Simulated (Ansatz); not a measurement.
Consider the interaction energy of a dimer with the counterpoise correction of CH4, SMILES C (the Python package of Ansatz (0.2.0)).

`ch4.py`
```python
"""Interaction energy of two CH4 molecules, with the counterpoise correction."""

import ansatz as az

FIRST = [
    ("C", (0.0, 0.0, 0.0)),
    ("H", (0.1579, -0.2416, 1.0431)),
    ("H", (-0.9998, 0.3926, -0.1321)),
    ("H", (0.1189, -0.8934, -0.5992)),
    ("H", (0.7231, 0.7424, -0.3118)),
]
SECOND = [
    ("C", (2.8507, 0.0259, -1.5397)),
    ("H", (3.8544, -0.2305, -1.2266)),
    ("H", (2.8838, 0.4782, -2.5223)),
    ("H", (2.4205, 0.7255, -0.8349)),
    ("H", (2.2439, -0.8695, -1.5751)),
]

def energy(atoms, ghosts=()):
    molecule = az.Crystal.molecule()
    for symbol, xyz in atoms:
        molecule = molecule.atom(symbol, xyz)
    calc = (
        molecule.calculation()
        .basis(gaussian="aug-cc-pVDZ")
        .functional("HF")
    )
    deck = calc.input()
    if ghosts:
        deck = deck.set(az.key.basis.gaussian.ghost_atoms, [{"symbol": s, "position_ang": list(xyz)} for s, xyz in ghosts])
    return az.Session.from_dict(deck).plan().execute().report["free_energy_ev"]

# monomers in their own basis and in the basis of the dimer
both = energy(FIRST + SECOND)
alone = energy(FIRST) + energy(SECOND)
ghosted = energy(FIRST, SECOND) + energy(SECOND, FIRST)
print(f"dimer {both:.6f} eV")
print(f"interaction, uncorrected   {23.060548 * (both - alone):8.3f} kcal/mol")
print(f"interaction, counterpoise  {23.060548 * (both - ghosted):8.3f} kcal/mol")
print(f"basis-set superposition    {23.060548 * (alone - ghosted):8.3f} kcal/mol")
```

How large is the interaction at this pose, and how much of it is basis-set superposition?

Uncorrected it is 5.483 kcal/mol, with the counterpoise correction 5.778 kcal/mol; the difference, 0.29 kcal/mol, is the superposition error. In this basis both values are repulsive.

The run itself:

`python ch4.py` gives:
```text
dimer -2187.530006 eV
interaction, uncorrected      5.483 kcal/mol
interaction, counterpoise     5.778 kcal/mol
basis-set superposition       0.294 kcal/mol
```

Notes:
- Total energies depend on the basis set; only differences at equal settings carry meaning.
- The dimer is a generated trial pose of unrelaxed monomers, not a minimum, so the figure is no binding energy, and the basis set is small.
- Hartree-Fock leaves correlation out, so bond, atomisation and ionisation energies come out well too low.
- This level lacks the dispersion part of the attraction (electrostatics and induction are there), which can decide the sign where the interaction is weak.
- Timing: 2.2 s on 1 thread of Intel(R) Xeon(R) Processor @ 2.30GHz, with other jobs on the host, peak memory 0.26 GiB.
